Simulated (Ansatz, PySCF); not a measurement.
Bond stretch in CH2O, SMILES C=O. The C1–O4 bond (C1 also carries H, H; O4 carries nothing else) is stretched with both fragments frozen at the PBE0/def2-TZVP optimised geometry.

Levels of theory: UHF/cc-pVTZ (Ansatz, a first-principles code); RHF/cc-pVTZ (Ansatz); UKS-PBE = unrestricted PBE/cc-pVTZ in Ansatz; RKS-PBE = restricted PBE/cc-pVTZ (Ansatz); UKS-B3LYP/6-31G* = unrestricted B3LYP/6-31G*, spherical d (PySCF); RKS-B3LYP/6-31G* = restricted B3LYP/6-31G*, spherical d (PySCF); UKS-B3LYP/6-311+G** = unrestricted B3LYP/6-311+G**, spherical d in PySCF; RKS-B3LYP/6-311+G** = restricted B3LYP/6-311+G**, spherical d in PySCF 2.14.0; UKS-BP86/6-31G* = unrestricted BP86/6-31G*, spherical d (PySCF); RKS-BP86/6-31G* = PySCF with restricted BP86/6-31G*, spherical d.

Scanned distances (Å): 0.97, 1.01, 1.09, 1.14, 1.16, 1.20, 1.23, 1.25, 1.31, 1.38, 1.50, 1.60, 1.79, 1.97, 2.17, 2.43, 2.61, 2.91, 3.26, 3.57, 4.21.

**Question.** Where does the unrestricted solution first break spin symmetry (<S²> of 0.01 or more)?

**Answer.** UHF: between 1.23 and 1.25 Å; UKS-PBE: between 1.60 and 1.79 Å; UKS-B3LYP/6-31G*: between 1.50 and 1.60 Å; UKS-B3LYP/6-311+G**: between 1.50 and 1.60 Å; UKS-BP86/6-31G*: between 1.60 and 1.79 Å.

```tsv
R / Å	<S²> UHF	E(RHF) − E(UHF) / kcal/mol	<S²> UKS-PBE	E(RKS-PBE) − E(UKS-PBE) / kcal/mol	<S²> UKS-B3LYP/6-31G*	E(RKS-B3LYP/6-31G*) − E(UKS-B3LYP/6-31G*) / kcal/mol	<S²> UKS-B3LYP/6-311+G**	E(RKS-B3LYP/6-311+G**) − E(UKS-B3LYP/6-311+G**) / kcal/mol	<S²> UKS-BP86/6-31G*	E(RKS-BP86/6-31G*) − E(UKS-BP86/6-31G*) / kcal/mol
0.97	0.00	0.0	0.00	0.0	0.00	0.0	0.00	0.0	0.00	0.0
1.01	0.00	0.0	0.00	0.0	0.00	0.0	0.00	0.0	0.00	0.0
1.09	0.00	0.0	0.00	0.0	0.00	0.0	0.00	0.0	0.00	0.0
1.14	0.00	0.0	0.00	0.0	0.00	0.0	0.00	0.0	0.00	0.0
1.16	0.00	0.0	0.00	0.0	0.00	0.0	0.00	0.0	0.00	0.0
1.20	0.00	0.0	0.00	0.0	0.00	0.0	0.00	0.0	0.00	0.0
1.23	0.00	0.0	0.00	0.0	0.00	0.0	0.00	0.0	0.00	0.0
1.25	0.10	0.2	0.00	0.0	0.00	0.0	0.00	0.0	0.00	0.0
1.31	0.34	2.8	0.00	0.0	0.00	0.0	0.00	0.0	0.00	0.0
1.38	0.54	8.5	0.00	0.0	0.00	0.0	0.00	0.0	0.00	0.0
1.50	0.77	21.9	0.00	0.0	0.00	0.0	0.00	0.0	0.00	0.0
1.60	0.90	34.1	0.00	0.0	0.25	1.0	0.20	0.6	0.00	0.0
1.79	1.28	54.6	0.36	1.5	0.65	7.8	0.61	6.2	0.36	1.6
1.97	1.62	69.6	0.67	6.2	0.93	16.6	0.90	14.1	0.67	6.3
2.17	1.82	81.8	1.00	13.0	1.29	28.5	1.27	24.9	1.00	13.3
2.43	1.94	92.2	1.44	24.5	1.64	44.4	1.33	22.4	1.44	24.8
2.61	1.98	96.8	1.64	32.8	1.78	52.8	1.47	30.2	1.64	33.1
2.91	2.00	101.4	1.82	44.7	1.91	61.3	1.58	38.3	1.82	45.1
3.26	2.02	104.1	1.91	54.4	1.97	67.0	1.65	43.7	1.91	55.1
3.57	2.02	105.3	1.95	60.0	1.99	70.4	1.69	46.6	1.95	61.0
4.21	2.02	106.5	1.97	66.2	2.01	74.5	1.72	50.1	1.97	67.4
```
